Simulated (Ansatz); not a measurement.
# BNH (quartet): the correlation ladder at distance B1–H3 = 1.061 Å, cc-pVDZ

How much of the correlation energy of BNH (quartet) does each wave-function method recover here?

Method: cc-pVDZ, core rule «outside noble gas», up to 2 orbitals frozen; program: Ansatz 0.2.0, Gaussian basis.

To be run: UHF; CCSD(T) on ROHF; CCSD(T) on UHF; BCCD(T) on ROHF; CISD; CCSDT(Q) on ROHF; CCSDT(Q) on UHF; CASSCF and MRCISD+Q, 5 electrons in 5 orbitals; CASSCF and NEVPT2, 5 electrons in 5 orbitals; CASSCF and MRCISD+Q, 9 electrons in 9 orbitals; CASSCF and NEVPT2, 9 electrons in 9 orbitals.

19 further runs of the same task are left out: 2 for a known fault of the program, 1 for a mislabelled method, 14 that didn't finish, 2 set aside as unsound or not needed.

## Step 1: What is computed

The geometry derives from a PBE0/def2-TZVP stationary point (not a proven minimum). One bond is set to the value named and the two fragments are kept rigid.

3 atoms, charge 0, spin multiplicity 4.

Atoms are counted from 1 here; the program's logs count them from 0.

Bond lengths: B1–N2 1.503 Å, B1–H3 1.061 Å. Angles: N2–B1–H3 117.0°.

## Step 2: UHF

Input file in.yaml:

```yaml
crystal:
  periodic: [false, false, false]
  atoms:
    - {symbol: B, position_ang: [0.000000, -0.180742, 0.776407]}
    - {symbol: N, position_ang: [0.000000, 0.091911, -0.701582]}
    - {symbol: H, position_ang: [0.000000, 0.661379, 1.421817]}
basis:
  gaussian: {orbitals: cc-pVDZ}
magnetization: {spin_polarized: true, initial_magnetization: 3}
hamiltonian: {xc: hf}
output: {orbitals: {seedname: orbitals}}
```

Command:

```sh
$ ansatz run in.yaml --threads 1 --pin off --events-out ev --progress --plain --max-ram 2393MiB
```

The runs that follow: CCSD(T) on ROHF; CCSD(T) on UHF; BCCD(T) on ROHF; CISD; CCSDT(Q) on ROHF; CCSDT(Q) on UHF; CASSCF and MRCISD+Q, 5 electrons in 5 orbitals; CASSCF and NEVPT2, 5 electrons in 5 orbitals; CASSCF and MRCISD+Q, 9 electrons in 9 orbitals; CASSCF and NEVPT2, 9 electrons in 9 orbitals.

Q: Predict the results of all the runs planned. Wanted: UCCSDT(Q) below the RHF energy; RMP2 from UCCSDT(Q); UMP2 from UCCSDT(Q); RCCSD from UCCSDT(Q); RCCSD(T) from UCCSDT(Q); UCCSD(T) from UCCSDT(Q); RCCSDT(Q) from UCCSDT(Q); NEVPT2 pair from UCCSDT(Q); MRCISD+Q pair from UCCSDT(Q).

As calculated:

| quantity | value |
| --- | --- |
| UCCSDT(Q) below the RHF energy | -5.1503 eV |
| RMP2 from UCCSDT(Q) | +946.9 meV |
| UMP2 from UCCSDT(Q) | +956.2 meV |
| RCCSD from UCCSDT(Q) | +131.8 meV |
| RCCSD(T) from UCCSDT(Q) | +29.9 meV |
| UCCSD(T) from UCCSDT(Q) | +28.7 meV |
| RCCSDT(Q) from UCCSDT(Q) | +1.8 meV |
| NEVPT2 pair from UCCSDT(Q) | +934.6 meV |
| MRCISD+Q pair from UCCSDT(Q) | +20.8 meV |
| NEVPT2 valence from UCCSDT(Q) | +816.6 meV |
| levels within 1 kcal/mol (43 meV) | RCCSD(T), UCCSD(T), BCCD(T), RCCSDT, UCCSDT, RCCSDT(Q), MRCISD+Q pair, MRCISD+Q valence |
| T1 diagnostic | 0.023 |
| effectively unpaired electrons | 3.01 |

**Reading.** RCCSD(T) lands +29.9 meV from the yardstick (0.6 % of the correlation energy). One determinant dominates. Of the multireference levels listed MRCISD+Q valence comes nearest in total energy (+15.7 meV), which doesn't show that its space is the better one. These misses are within one basis, not against nature; the frozen cores of restricted and unrestricted runs differ, which can shift their rows.
